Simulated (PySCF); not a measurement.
Two structures of SiH₂F₂, closed shell, reached by relaxing down either side of one saddle point (PBE0-D4/def2-TZVP). Energies are electronic, without zero-point energy. PySCF 2.14 with density fitting (its default auxiliary sets; JK sets also for MP2 and CCSD(T)); basis: def2-TZVPP and def2-QZVPP; cores frozen in the correlated methods. Extrapolation: Hartree–Fock as exp(−7.88 √X), correlation as X^−2.97. First:

| atom | x (Å) | y (Å) | z (Å) |
| --- | --- | --- | --- |
| Si1 | 0.0233 | -0.0094 | -0.0185 |
| H2 | 0.6646 | 0.8387 | -1.0403 |
| H3 | 0.3924 | -1.4356 | -0.0839 |
| F4 | -1.5494 | 0.1118 | -0.1791 |
| F5 | 0.4135 | 0.5462 | 1.4145 |

Second:

Si1  (-0.651, -0.313, 1.175)
H2  (1.175, 0.067, -1.479)
H3  (1.444, -0.608, -1.308)
F4  (-1.663, 0.370, 0.138)
F5  (0.220, 0.958, 1.612)
(Å)

(1) Which bonds change from the first to the second?

(2) Give the saddle point's structure and its height above each. (Judge from chemistry; the value comes from the calculation.)

T1 diagnostic: at most 0.016. The restricted Hartree–Fock reference is unstable towards an unrestricted one at one or more of these structures. A large double-excitation amplitude points to some diradical character; no triplet was computed. The end structure is not quite a true minimum (one mode of 29i cm⁻¹).

Answers

(1) SiH₂F₂ ([F][SiH2][F]) → SiF₂ + H₂; bonds formed: H2–H3; bonds broken: Si1–H2, Si1–H3.

(2) The calculation gives: 366.1 kJ/mol above the first and 207.7 kJ/mol above the second (CCSD(T) at an estimated basis limit (MP2 extrapolated from triple and quadruple zeta, plus CCSD(T) − MP2 in triple zeta)).
Si1  (-0.230, -0.278, 0.378)
H2  (0.768, 0.159, -1.003)
H3  (0.700, -0.981, -0.538)
F4  (-1.596, 0.287, -0.209)
F5  (0.358, 0.814, 1.372)
(Å)

Losses and insertions of silylenes and their heavier kin drive the gas-phase chemistry of silicon and germanium vapour deposition.

Labels in which every atom is bracketed show which atoms are joined, not bond orders.

For scale, one of the runs: CCSD(T)/def2-TZVPP, 132 basis functions, launched by `OMP_NUM_THREADS=4 python run.py`. Time: 58 s of wall clock on 4 CPU threads of an Arm Neoverse V1; the host was shared. Peak host memory: 0.75 GiB.
